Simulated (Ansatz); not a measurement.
**Structure relaxation of Cu2H**

These are results of DFT PBE, scalar-relativistic, plane waves, PAW (Ansatz 0.2.0), not measurements. Cutoff 420 eV, Γ-centred k mesh, Gaussian smearing, no spin polarisation in the final step.

The start puts Cu2H on the cadmium chloride structure type (R-3m, No. 166), with H in place of Cd, Cu in place of Cl, at a guessed volume.

```xyz
3
Lattice="1.4624 0.8443 4.4167 -1.4624 0.8443 4.4167 0.0000 -1.6886 4.4167" Properties=species:S:1:pos:R:3 pbc="T T T"
Cu    0.0000    0.0000    9.9375
Cu    0.0000    0.0000    3.3125
H     0.0000    0.0000    0.0000
```

Cell and atoms relax at zero pressure; the relaxation can't lower the symmetry of the start. After a coarse first stage the cell is made exact in the group found at 0.06 Å.

Formation energies are uncorrected and refer to the elements' standard structures at the same level (H₂ as a molecule).

Q: Describe the relaxed structure.

A: It keeps R-3m (No. 166). The result has the cadmium chloride structure. Conventional cell: a = 2.645 Å, c = 13.158 Å. Around Cu lie 3 H at 1.92 Å; around H lie 6 Cu at 1.92 Å.

Space group R-3m:H (No. 166). a = 2.645 Å, b = 2.645 Å, c = 13.158 Å, α = 90.00°, β = 90.00°, γ = 120.00°
| atom | site | symmetry | x | y | z |
| --- | --- | --- | --- | --- | --- |
| Cu | 6c | 3m | 0.0000 | 0.0000 | 0.7546 |
| H | 3a | -3m | 0.0000 | 0.0000 | 0.0000 |

Q: What are its volume, energy, density and gap?

A: The volume per atom is 8.86 Å³, the density is 8.00 g/cm³ and the energy over the elements is 0.13 eV/atom. The gap on the 24×24×24 mesh is 0 eV (a metal).

The final run used a 24×24×24 mesh on its 3-atom cell and 0.10 eV smearing. For metals, differences of a few meV/atom aren't resolved. A structure relaxed within its symmetry needn't be a true minimum. The steps took about 4 core-minutes in all.